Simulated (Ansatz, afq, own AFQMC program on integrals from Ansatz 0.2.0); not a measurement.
**N2, singlet: AFQMC among the cluster methods**

```xyz
2

N     0.0000    0.0000    0.0000
N     0.0000    0.0000    0.9680
```

Basis 6-31G. Only valence electrons are correlated. AFQMC by an in-house program on the Cholesky factors that Ansatz 0.2.0 writes for its CCSD(T) run. The CISD trial takes its coefficients from CCSD amplitudes. Released means that phaseless walkers are propagated on without the constraint, phases kept. Uncertainties: one standard error, sampling alone.

Determinant: RHF, the one that the program's search chose, which needn't be the lowest solution. The geometry is a point of a scan.

Full CI on the same integrals is exact in this basis and with this determinant's frozen core.

```
T1 diagnostic                               : 0.0085
weight of the determinant in the CISD state : 0.929
size of the correlated space                : 10 electrons in 16 orbitals
```

```csv
level,correlation energy (eV)
MP2,-5.4103
CCSD,-5.3856
CCSD(T),-5.5213
```

(1) Estimate where AFQMC with the constraint released lies against CCSD(T) on the same integrals.

(1) 34.2 ± 3.5 meV below CCSD(T).

Reference: full CI, correlation energy -5.553 eV. The released energy is read at 2.40 1/Eh (meV from the phaseless value at times in 1/Eh: -3 ± 5 at 0.24, 0 ± 3 at 0.51, -6.5 ± 2.5 at 0.99, -7 ± 3 at 1.62, -6 ± 3 at 2.40).

| level | E − E(reference) (meV) | share of correlation (%) |
| --- | --- | --- |
| CCSD(T) | 31.9 | 99.42 |
| CCSDT | 28.8 | 99.48 |
| CCSDT(Q) | -0.5 | 100.01 |
| CCSDTQ | 2.3 | 99.96 |
| ph-AFQMC/CISD | 3.3 ± 4.8 | 99.94 |
| released AFQMC | -2.3 ± 3.5 | 100.04 |

CCSDT and higher add their correlation energy to the determinant of the CCSD(T) run, since their own runs factorise the integrals more tightly (a shift of under 2 meV). A walk keeps the symmetry of its determinant, which the program's search chose and which needn't be the lowest solution, so a lower state of the same spin and another symmetry isn't excluded. Released energies are given only where the last usable release times agree within the noise; a slower fall can still hide under it.
